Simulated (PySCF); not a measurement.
**One shape, several levels: SiNH4F (SMILES N[SiH2]F)**

Aim: a comparison of 6 runs (BHLYP/aug-cc-pVDZ, BLYP/aug-cc-pVDZ, M06-2X/aug-cc-pVDZ, PBE0/aug-cc-pVDZ, SVWN5/aug-cc-pVDZ, revPBE/aug-cc-pVDZ) of SiNH4F. Input form: a Python script.

The calculation is run with PySCF 2.14.0.

2 further runs of the same task are left out: 2 set aside as unsound or not needed.

## (1) The molecule

SiNH4F has 7 atoms, charge 0, and is taken as a singlet. SMILES: `N[SiH2]F`. The N1–H5 distance was set to 1.308 Å, away from the relaxed value.

Bond lengths: N1–Si2 1.696 Å, Si2–F3 1.605 Å, N1–H4 1.006 Å, Si2–H6 1.479 Å, Si2–H7 1.479 Å. Angles: N1–Si2–F3 114.6°, N1–Si2–H6 108.3°, N1–Si2–H7 108.3°, F3–Si2–H6 105.8°, F3–Si2–H7 105.8°, Si2–N1–H4 122.0°, H6–Si2–H7 114.0°. A long bond or contact: N1–H5 1.308 Å.

## (2) The energy at BHLYP/aug-cc-pVDZ (run 1)

calc.py reads:

```python
from pyscf import gto, dft

mol = gto.M(
    atom=[
    ('N', (-0.485305, 0.286653, -0.735234)),
    ('Si', (0.807295, -0.168047, 0.263366)),
    ('F', (0.791295, -1.706247, 0.719766)),
    ('H', (-0.510405, 0.052753, -1.713634)),
    ('H', (-1.682200, 0.513500, -0.258400)),
    ('H', (0.732095, 0.623853, 1.510666)),
    ('H', (2.065595, 0.015653, -0.492334)),
],
    verbose=3,
    max_memory=1860,
    basis='aug-cc-pvdz',
)

myscf = dft.RKS(mol)
myscf.xc = 'bhandhlyp'
myscf.conv_tol = 1e-10
myscf.grids.level = 5
myscf.kernel()
if not myscf.converged:
    myscf = myscf.newton().run(myscf.mo_coeff, myscf.mo_occ)

etot = myscf.e_tot
print(f'total energy: {etot:.8f} hartree')
```

Run with:

```console
$ OMP_NUM_THREADS=1 python calc.py
```

The program printed:

```text
converged SCF energy = -446.479713726946
total energy: -446.47971373 hartree
```

Run time: 20 s. Hardware: 1 thread of Intel Xeon at 2.70GHz, shared host; peak memory 0.56 GiB.

## (3) A single-point energy at BLYP/aug-cc-pVDZ (run 2)

job.py reads:

```python
from pyscf import gto, dft

mol = gto.Mole()
mol.atom = '''
N     -0.917094     0.541696    -1.389391
Si     1.525566    -0.317563     0.497690
F      1.495331    -3.224340     1.360161
H     -0.964526     0.099689    -3.238299
H     -3.178897     0.970374    -0.488305
H      1.383459     1.178911     2.854745
H      3.903409     0.029580    -0.930376
'''
mol.verbose = 4
mol.max_memory = 1860
mol.spin = 0
mol.unit = 'bohr'
mol.basis = 'aug-cc-pvdz'
mol.build()

myscf = dft.RKS(mol, xc='blyp')
myscf.grids.level = 5
myscf.conv_tol = 1e-10
myscf.kernel()
if not myscf.converged:
    myscf = myscf.newton().run(myscf.mo_coeff, myscf.mo_occ)

etot = myscf.e_tot
print('E(%s) = %.9f' % ('BLYP', etot))
```

Run with:

```console
$ OMP_NUM_THREADS=1 python job.py
```

The program printed:

```text
PySCF version 2.14.0

[INPUT] num. atoms = 7
[INPUT] num. electrons = 34
[INPUT] charge = 0
[INPUT] spin (= nelec alpha-beta = 2S) = 0
[INPUT] symmetry False subgroup None
[INPUT] Mole.unit = bohr
[INPUT] Symbol           X                Y                Z      unit          X                Y                Z       unit  Magmom
[INPUT]  1 N     -0.485305245071   0.286653178447  -0.735234054257 AA   -0.917094000000   0.541696000000  -1.389391000000 Bohr   0.0
[INPUT]  2 Si     0.807294760954  -0.168047102631   0.263366206103 AA    1.525566000000  -0.317563000000   0.497690000000 Bohr   0.0
[INPUT]  3 F      0.791295087982  -1.706247248258   0.719766204382 AA    1.495331000000  -3.224340000000   1.360161000000 Bohr   0.0
[INPUT]  4 H     -0.510405178540   0.052753146979  -1.713634032945 AA   -0.964526000000   0.099689000000  -3.238299000000 Bohr   0.0
[INPUT]  5 H     -1.682199848262   0.513499806869  -0.258399877978 AA   -3.178897000000   0.970374000000  -0.488305000000 Bohr   0.0
[INPUT]  6 H      0.732094975042   0.623852834903   1.510665996988 AA    1.383459000000   1.178911000000   2.854745000000 Bohr   0.0
[INPUT]  7 H      2.065595087700   0.015653061899  -0.492333776787 AA    3.903409000000   0.029580000000  -0.930376000000 Bohr   0.0

nuclear repulsion = 117.303742578507
number of shells = 44
number of NR pGTOs = 164
number of NR cGTOs = 109
basis = aug-cc-pvdz
ecp = {}

******** <class 'pyscf.dft.rks.RKS'> ********
method = RKS
initial guess = minao
damping factor = 0
level_shift factor = 0
DIIS = <class 'pyscf.scf.diis.CDIIS'>
diis_start_cycle = 1
diis_space = 8
diis_damp = 0
SCF conv_tol = 1e-10
SCF conv_tol_grad = None
SCF max_cycles = 50
direct_scf = True
direct_scf_tol = 1e-13
XC library pyscf.dft.libxc version 7.0.0
    S. Lehtola, C. Steigemann, M. J.T. Oliveira, and M. A.L. Marques.,  SoftwareX 7, 1–5 (2018)
XC functionals = blyp
    A. D. Becke.,  Phys. Rev. A 38, 3098 (1988)
    C. Lee, W. Yang, and R. G. Parr.,  Phys. Rev. B 37, 785 (1988)
    B. Miehlich, A. Savin, H. Stoll, and H. Preuss.,  Chem. Phys. Lett. 157, 200 (1989)
radial grids:
    Treutler-Ahlrichs [JCP 102, 346 (1995); DOI:10.1063/1.469408] (M4) radial grids

becke partition: Becke, JCP 88, 2547 (1988); DOI:10.1063/1.454033
pruning grids: <function nwchem_prune>
grids dens level: 5
symmetrized grids: False
atomic radii adjust function: <function treutler_atomic_radii_adjust>
small_rho_cutoff = 0
Set gradient conv threshold to 1e-05
Initial guess from minao.
tot grids = 223704
init E= -446.537744157418
  HOMO = -0.303385478087804  LUMO = -0.0661715462526695  gap/eV = 6.45492
cycle= 1 E= -446.413813673015  delta_E= 0.124  |g|= 0.712  |ddm|= 3.03
  HOMO = -0.125020410639422  LUMO = -0.0372366187362063  gap/eV = 2.38872
cycle= 2 E= -446.001121060137  delta_E= 0.413  |g|=  1.6  |ddm|= 1.68
  HOMO = -0.247864896028928  LUMO = -0.0699345821135227  gap/eV = 4.84173
cycle= 3 E= -446.513502158404  delta_E= -0.512  |g|= 0.0637  |ddm|= 1.22
  HOMO = -0.234149524688966  LUMO = -0.0613804796376582  gap/eV = 4.70129
cycle= 4 E= -446.514847855954  delta_E= -0.00135  |g|= 0.0209  |ddm|= 0.221
  HOMO = -0.237876537312278  LUMO = -0.0638744170313821  gap/eV = 4.73484
cycle= 5 E= -446.514951240196  delta_E= -0.000103  |g|= 0.0146  |ddm|= 0.0412
  HOMO = -0.236703433342387  LUMO = -0.0636016186794999  gap/eV = 4.71034
cycle= 6 E= -446.514990798863  delta_E= -3.96e-05  |g|= 0.00228  |ddm|= 0.0125
  HOMO = -0.236915161970293  LUMO = -0.0636024048790986  gap/eV = 4.71608
cycle= 7 E= -446.514992180132  delta_E= -1.38e-06  |g|= 0.0004  |ddm|= 0.00262
  HOMO = -0.236936076574847  LUMO = -0.063618317329218  gap/eV = 4.71622
cycle= 8 E= -446.514992219455  delta_E= -3.93e-08  |g|= 7.38e-05  |ddm|= 0.000549
  HOMO = -0.236939317429056  LUMO = -0.0636185916629444  gap/eV = 4.71630
cycle= 9 E= -446.514992221056  delta_E= -1.6e-09  |g|= 1.06e-05  |ddm|= 0.000115
  HOMO = -0.236940795847343  LUMO = -0.063620248962942  gap/eV = 4.71629
cycle= 10 E= -446.514992221099  delta_E= -4.23e-11  |g|= 2.92e-06  |ddm|= 2.29e-05
  HOMO = -0.236940479612285  LUMO = -0.0636196748832445  gap/eV = 4.71630
Extra cycle  E= -446.514992221098  delta_E= 7.96e-13  |g|= 3.76e-06  |ddm|= 7.87e-06
converged SCF energy = -446.514992221098
E(BLYP) = -446.514992221
```

Wall time 20 s (1 thread of Intel Xeon at 2.70GHz, shared host); peak memory 0.56 GiB.

Run 3 isn't shown in full; the table further down has it.

## (4) The energy at PBE0/aug-cc-pVDZ (run 4)

input.py reads:

```python
from pyscf import gto, dft

mol = gto.M(
    atom=[
    ('N', (-0.485305, 0.286653, -0.735234)),
    ('Si', (0.807295, -0.168047, 0.263366)),
    ('F', (0.791295, -1.706247, 0.719766)),
    ('H', (-0.510405, 0.052753, -1.713634)),
    ('H', (-1.682200, 0.513500, -0.258400)),
    ('H', (0.732095, 0.623853, 1.510666)),
    ('H', (2.065595, 0.015653, -0.492334)),
],
    spin=0,
    basis='aug-cc-pvdz',
    verbose=4,
    max_memory=1860,
)

calc0 = dft.RKS(mol, xc='pbe0')
calc0.grids.level = 5
calc0.conv_tol = 1e-10
calc0.kernel()
if not calc0.converged:
    calc0 = calc0.newton().run(calc0.mo_coeff, calc0.mo_occ)

e_tot = calc0.e_tot
print('E(%s) = %.9f' % ('PBE0', e_tot))
```

Run with:

```console
$ OMP_NUM_THREADS=1 python input.py
```

The program printed:

```text
PySCF version 2.14.0

[INPUT] num. atoms = 7
[INPUT] num. electrons = 34
[INPUT] charge = 0
[INPUT] spin (= nelec alpha-beta = 2S) = 0
[INPUT] symmetry False subgroup None
[INPUT] Mole.unit = angstrom
[INPUT] Symbol           X                Y                Z      unit          X                Y                Z       unit  Magmom
[INPUT]  1 N     -0.485305000000   0.286653000000  -0.735234000000 AA   -0.917093536882   0.541695662785  -1.389390897468 Bohr   0.0
[INPUT]  2 Si     0.807295000000  -0.168047000000   0.263366000000 AA    1.525566451731  -0.317562806055   0.497689610522 Bohr   0.0
[INPUT]  3 F      0.791295000000  -1.706247000000   0.719766000000 AA    1.495330833738  -3.224339530861   1.360160613774 Bohr   0.0
[INPUT]  4 H     -0.510405000000   0.052753000000  -1.713634000000 AA   -0.964525662609   0.099688722249  -3.238298937743 Bohr   0.0
[INPUT]  5 H     -1.682200000000   0.513500000000  -0.258400000000 AA   -3.178897286743   0.970374364964  -0.488305230588 Bohr   0.0
[INPUT]  6 H      0.732095000000   0.623853000000   1.510666000000 AA    1.383459047163   1.178911311988   2.854745005692 Bohr   0.0
[INPUT]  7 H      2.065595000000   0.015653000000  -0.492334000000 AA    3.903408834271   0.029579883028  -0.930376421812 Bohr   0.0

nuclear repulsion = 117.30375274067
number of shells = 44
number of NR pGTOs = 164
number of NR cGTOs = 109
basis = aug-cc-pvdz
ecp = {}

******** <class 'pyscf.dft.rks.RKS'> ********
method = RKS
initial guess = minao
damping factor = 0
level_shift factor = 0
DIIS = <class 'pyscf.scf.diis.CDIIS'>
diis_start_cycle = 1
diis_space = 8
diis_damp = 0
SCF conv_tol = 1e-10
SCF conv_tol_grad = None
SCF max_cycles = 50
direct_scf = True
direct_scf_tol = 1e-13
XC library pyscf.dft.libxc version 7.0.0
    S. Lehtola, C. Steigemann, M. J.T. Oliveira, and M. A.L. Marques.,  SoftwareX 7, 1–5 (2018)
XC functionals = pbe0
radial grids:
    Treutler-Ahlrichs [JCP 102, 346 (1995); DOI:10.1063/1.469408] (M4) radial grids

becke partition: Becke, JCP 88, 2547 (1988); DOI:10.1063/1.454033
pruning grids: <function nwchem_prune>
grids dens level: 5
symmetrized grids: False
atomic radii adjust function: <function treutler_atomic_radii_adjust>
small_rho_cutoff = 0
Set gradient conv threshold to 1e-05
[... 1 set-up line as earlier in the session ...]
tot grids = 223704
init E= -446.239360303162
  HOMO = -0.31850928424366  LUMO = -0.0521736751140693  gap/eV = 7.24736
cycle= 1 E= -446.200670090275  delta_E= 0.0387  |g|= 0.572  |ddm|= 2.69
  HOMO = -0.21949282861845  LUMO = -0.0262355636186262  gap/eV = 5.25880
cycle= 2 E= -446.120435645101  delta_E= 0.0802  |g|= 0.889  |ddm|=  1.1
  HOMO = -0.298914984085589  LUMO = -0.038418023234132  gap/eV = 7.08848
cycle= 3 E= -446.264756321957  delta_E= -0.144  |g|= 0.0267  |ddm|= 0.644
  HOMO = -0.294795551228681  LUMO = -0.032676116797532  gap/eV = 7.13263
cycle= 4 E= -446.264933775658  delta_E= -0.000177  |g|= 0.00786  |ddm|= 0.0672
  HOMO = -0.293706173559319  LUMO = -0.0327104590369789  gap/eV = 7.10206
cycle= 5 E= -446.264942036251  delta_E= -8.26e-06  |g|= 0.00568  |ddm|= 0.0101
  HOMO = -0.294627343309021  LUMO = -0.0329900194847417  gap/eV = 7.11951
cycle= 6 E= -446.264949041259  delta_E= -7.01e-06  |g|= 0.000602  |ddm|= 0.0046
  HOMO = -0.294627024133992  LUMO = -0.0329824418029769  gap/eV = 7.11971
cycle= 7 E= -446.264949127157  delta_E= -8.59e-08  |g|= 0.00011  |ddm|= 0.000779
  HOMO = -0.294624172240704  LUMO = -0.0329895615654108  gap/eV = 7.11944
cycle= 8 E= -446.264949130715  delta_E= -3.56e-09  |g|= 2.57e-05  |ddm|= 0.000248
  HOMO = -0.294622371352301  LUMO = -0.032987111453072  gap/eV = 7.11946
cycle= 9 E= -446.264949130904  delta_E= -1.89e-10  |g|= 4.74e-06  |ddm|= 3.23e-05
  HOMO = -0.294621889435893  LUMO = -0.0329869878494939  gap/eV = 7.11945
cycle= 10 E= -446.264949130909  delta_E= -4.77e-12  |g|= 9.52e-07  |ddm|= 7.98e-06
  HOMO = -0.294621847913573  LUMO = -0.0329870174344391  gap/eV = 7.11945
Extra cycle  E= -446.264949130908  delta_E= 9.09e-13  |g|= 7.48e-07  |ddm|= 1.58e-06
converged SCF energy = -446.264949130908
E(PBE0) = -446.264949131
```

Run time: 21 s. Hardware: 1 thread of Intel Xeon at 2.70GHz, shared host; peak memory 0.56 GiB.

Run 5 isn't shown in full; the table further down has it.

## (5) The energy at revPBE/aug-cc-pVDZ (run 6)

input.xyz reads:

```xyz
7

N     -0.485305     0.286653    -0.735234
Si     0.807295    -0.168047     0.263366
F      0.791295    -1.706247     0.719766
H     -0.510405     0.052753    -1.713634
H     -1.682200     0.513500    -0.258400
H      0.732095     0.623853     1.510666
H      2.065595     0.015653    -0.492334
```

calc.py reads:

```python
from pyscf import gto, dft

mol = gto.M(
    atom='input.xyz',
    verbose=4,
    max_memory=1860,
    charge=0,
    basis='aug-cc-pvdz',
    spin=0,
)

mf = dft.RKS(mol)
mf.xc = 'revpbe'
mf.grids.level = 5
mf.conv_tol = 1e-10
mf.kernel()
if not mf.converged:
    mf = mf.newton().run(mf.mo_coeff, mf.mo_occ)

e_tot = mf.e_tot
print('Final energy', e_tot)
```

Run with:

```console
$ OMP_NUM_THREADS=1 python calc.py
```

The program printed:

```text
PySCF version 2.14.0

[INPUT] num. atoms = 7
[INPUT] num. electrons = 34
[INPUT] charge = 0
[INPUT] spin (= nelec alpha-beta = 2S) = 0
[INPUT] symmetry False subgroup None
[INPUT] Mole.unit = angstrom
[INPUT] Symbol           X                Y                Z      unit          X                Y                Z       unit  Magmom
[INPUT]  1 N     -0.485305000000   0.286653000000  -0.735234000000 AA   -0.917093536882   0.541695662785  -1.389390897468 Bohr   0.0
[INPUT]  2 Si     0.807295000000  -0.168047000000   0.263366000000 AA    1.525566451731  -0.317562806055   0.497689610522 Bohr   0.0
[INPUT]  3 F      0.791295000000  -1.706247000000   0.719766000000 AA    1.495330833738  -3.224339530861   1.360160613774 Bohr   0.0
[INPUT]  4 H     -0.510405000000   0.052753000000  -1.713634000000 AA   -0.964525662609   0.099688722249  -3.238298937743 Bohr   0.0
[INPUT]  5 H     -1.682200000000   0.513500000000  -0.258400000000 AA   -3.178897286743   0.970374364964  -0.488305230588 Bohr   0.0
[INPUT]  6 H      0.732095000000   0.623853000000   1.510666000000 AA    1.383459047163   1.178911311988   2.854745005692 Bohr   0.0
[INPUT]  7 H      2.065595000000   0.015653000000  -0.492334000000 AA    3.903408834271   0.029579883028  -0.930376421812 Bohr   0.0

nuclear repulsion = 117.30375274067
number of shells = 44
number of NR pGTOs = 164
number of NR cGTOs = 109
basis = aug-cc-pvdz
ecp = {}

******** <class 'pyscf.dft.rks.RKS'> ********
method = RKS
initial guess = minao
damping factor = 0
level_shift factor = 0
DIIS = <class 'pyscf.scf.diis.CDIIS'>
diis_start_cycle = 1
diis_space = 8
diis_damp = 0
SCF conv_tol = 1e-10
SCF conv_tol_grad = None
SCF max_cycles = 50
direct_scf = True
direct_scf_tol = 1e-13
XC library pyscf.dft.libxc version 7.0.0
    S. Lehtola, C. Steigemann, M. J.T. Oliveira, and M. A.L. Marques.,  SoftwareX 7, 1–5 (2018)
XC functionals = revpbe
    Y. Zhang and W. Yang.,  Phys. Rev. Lett. 80, 890 (1998)
    J. P. Perdew, K. Burke, and M. Ernzerhof.,  Phys. Rev. Lett. 77, 3865 (1996)
    J. P. Perdew, K. Burke, and M. Ernzerhof.,  Phys. Rev. Lett. 78, 1396 (1997)
radial grids:
    Treutler-Ahlrichs [JCP 102, 346 (1995); DOI:10.1063/1.469408] (M4) radial grids

becke partition: Becke, JCP 88, 2547 (1988); DOI:10.1063/1.454033
pruning grids: <function nwchem_prune>
grids dens level: 5
symmetrized grids: False
atomic radii adjust function: <function treutler_atomic_radii_adjust>
small_rho_cutoff = 0
Set gradient conv threshold to 1e-05
[... 1 set-up line as earlier in the session ...]
tot grids = 223704
init E= -446.454666494393
  HOMO = -0.306107631407281  LUMO = -0.0671310223179971  gap/eV = 6.50288
cycle= 1 E= -446.348834067999  delta_E= 0.106  |g|= 0.655  |ddm|= 2.84
  HOMO = -0.135575609763409  LUMO = -0.0407440352301016  gap/eV = 2.58050
cycle= 2 E= -446.029787545917  delta_E= 0.319  |g|= 1.42  |ddm|= 1.51
  HOMO = -0.247673817547361  LUMO = -0.0681836367361566  gap/eV = 4.88418
cycle= 3 E= -446.434583962914  delta_E= -0.405  |g|= 0.0554  |ddm|= 1.07
  HOMO = -0.237618963230881  LUMO = -0.0610676339310379  gap/eV = 4.80421
cycle= 4 E= -446.435626430563  delta_E= -0.00104  |g|= 0.0145  |ddm|= 0.184
  HOMO = -0.239255294342319  LUMO = -0.0630487540802989  gap/eV = 4.79482
cycle= 5 E= -446.435706551241  delta_E= -8.01e-05  |g|= 0.00354  |ddm|= 0.0299
  HOMO = -0.23899939931498  LUMO = -0.0628216670857284  gap/eV = 4.79404
cycle= 6 E= -446.435708860481  delta_E= -2.31e-06  |g|= 0.00188  |ddm|= 0.00474
  HOMO = -0.239223733127251  LUMO = -0.0628734455922331  gap/eV = 4.79874
cycle= 7 E= -446.435709586055  delta_E= -7.26e-07  |g|= 0.000586  |ddm|= 0.0019
  HOMO = -0.239183702616694  LUMO = -0.0628773768683129  gap/eV = 4.79754
cycle= 8 E= -446.435709662561  delta_E= -7.65e-08  |g|= 9.57e-05  |ddm|= 0.000624
  HOMO = -0.239190952304762  LUMO = -0.0628770570653439  gap/eV = 4.79775
cycle= 9 E= -446.435709665317  delta_E= -2.76e-09  |g|= 1.34e-05  |ddm|= 0.000131
  HOMO = -0.239192089340115  LUMO = -0.0628785514351575  gap/eV = 4.79774
cycle= 10 E= -446.435709665374  delta_E= -5.68e-11  |g|= 3.12e-06  |ddm|= 1.9e-05
  HOMO = -0.239192038763356  LUMO = -0.0628783622099736  gap/eV = 4.79774
Extra cycle  E= -446.435709665375  delta_E= -1.48e-12  |g|= 3.85e-06  |ddm|= 7.21e-06
converged SCF energy = -446.435709665375
Final energy -446.43570966537504
```

Run time: 20 s. Hardware: 1 thread of Intel Xeon at 2.70GHz, shared host; peak memory 0.56 GiB.

## (6) The series

```
run               level  energy (Eh)  dipole moment (D)  HOMO energy (eV)  LUMO energy (eV)  wall time
  1   BHLYP/aug-cc-pVDZ  -446.479714               2.03             -9.41             -0.32       20 s
  2    BLYP/aug-cc-pVDZ  -446.514992               1.93             -6.45             -1.73       20 s
  3  M06-2X/aug-cc-pVDZ  -446.467827               2.01             -9.40             -0.46       32 s
  4    PBE0/aug-cc-pVDZ  -446.264949               2.02             -8.02             -0.90       21 s
  5   SVWN5/aug-cc-pVDZ  -444.280509               2.05             -6.70             -1.79       10 s
  6  revPBE/aug-cc-pVDZ  -446.435710               1.94             -6.51             -1.71       20 s
```

## (7) Results

```
            quantity          value
 run 6: total energy  -446.43571 Eh
run 6: dipole moment         1.94 D
  run 6: HOMO energy       -6.51 eV
  run 6: LUMO energy       -1.71 eV
run 6: HOMO–LUMO gap        4.80 eV
```

**Reading.** The dipole moment (its size) runs from 1.93 D (BLYP/aug-cc-pVDZ) to 2.05 D (SVWN5/aug-cc-pVDZ). The HOMO–LUMO gap runs from 4.72 eV (BLYP/aug-cc-pVDZ) to 9.09 eV (BHLYP/aug-cc-pVDZ). Totals of different functionals can't be ranked against each other. All runs together took 2.1 min, the longest 32 s.
